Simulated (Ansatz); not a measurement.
Gold, fcc: convergence with cold smearing

Computed with Ansatz, PBE, scalar-relativistic PAW, on the relaxed cell (a = 4.157 Å; spin not included). Errors count from a run at 420 eV on a Γ-centred 21×21×21 mesh with Fermi-Dirac smearing of 0.1 eV, extrapolated to zero width. Fixed here: cutoff 420 eV, mesh 13×13×13. The SCF starts from atomic densities corrected by a trained network.

```tsv
width (eV)	E(σ→0) error (meV/atom)	F error (meV/atom)	P (GPa)	SCF iterations
0.01	-2.4	-2.4	-0.15	4
0.03	-2.4	-2.4	-0.18	4
0.2	-2.2	-2.9	-0.08	5
0.3	-2.9	-4.2	0.00	5
0.6	-5.8	-2.9	0.12	5
1.0	-63.4	35.0	-1.36	5
```

Q: What does the run at 0.1 give (width)?

A: E(σ→0) error (meV/atom): -2.3; F error (meV/atom): -2.3; P (GPa): -0.16; SCF iterations: 4.
